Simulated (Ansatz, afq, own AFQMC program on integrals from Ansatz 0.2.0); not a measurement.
# Where AFQMC and coupled cluster stand for Si2H7, doublet

```xyz
9

Si   -1.6428    0.0000    0.0000
H    -2.1376    1.3997    0.0000
H    -2.1376   -0.6999    1.2122
H    -2.1376   -0.6999   -1.2122
H    -0.1581    0.0000    0.0000
Si    1.6522    0.0000    0.0000
H     2.1022   -1.4163    0.0000
H     2.1022    0.7081   -1.2265
H     2.1022    0.7081    1.2265
```

Basis cc-pVDZ. Noble-gas cores (and the filled d shells of Ga–Kr and In–Xe) are frozen. AFQMC by an in-house program on the Cholesky factors that Ansatz 0.2.0 writes for its CCSD(T) run. ph-AFQMC/CISD is guided by a CISD state made of CCSD amplitudes; releasing the constraint for a short imaginary time cuts its bias at the price of noise, slowly where states lie close. ± is one standard error of the sampling.

Determinant: UHF, the one that the program's search chose, which needn't be the lowest solution. The geometry is a point of a scan.

No full CI on the walks' own integrals is used here; CCSDT(Q) serves as the reference and is uncertain by about the last step of the cluster series.

- T1 diagnostic: 0.0129
- weight of the determinant in the CISD state: 0.855
- ⟨S²⟩ of the determinant: 0.763
- size of the correlated space: 15 electrons in 61 orbitals

Reference: CCSDT(Q), correlation energy -7.855 eV. The released energy is read at 1.50 1/Eh (meV from the phaseless value at times in 1/Eh: -5.2 ± 2.4 at 0.24, -4.4 ± 1.8 at 0.51, -7 ± 3 at 0.99, -10 ± 3 at 1.50).

```json
{"level": "HF", "E − E(reference) (kJ/mol)": "757.9", "share of correlation (%)": "0.00"}
{"level": "MP2", "E − E(reference) (kJ/mol)": "169.8", "share of correlation (%)": "77.60"}
{"level": "CCSD", "E − E(reference) (kJ/mol)": "19.6", "share of correlation (%)": "97.41"}
{"level": "CCSD(T)", "E − E(reference) (kJ/mol)": "4.0", "share of correlation (%)": "99.47"}
{"level": "CCSDT", "E − E(reference) (kJ/mol)": "0.5", "share of correlation (%)": "99.94"}
{"level": "ph-AFQMC/CISD", "E − E(reference) (kJ/mol)": "0.4 ± 0.3", "share of correlation (%)": "99.95"}
{"level": "released AFQMC", "E − E(reference) (kJ/mol)": "-0.6 ± 0.3", "share of correlation (%)": "100.07"}
```

A walk keeps the symmetry of its determinant, which the program's search chose and which needn't be the lowest solution, so a lower state of the same spin and another symmetry isn't excluded. Released energies are given only where the last usable release times agree within the noise; a slower fall can still hide under it.
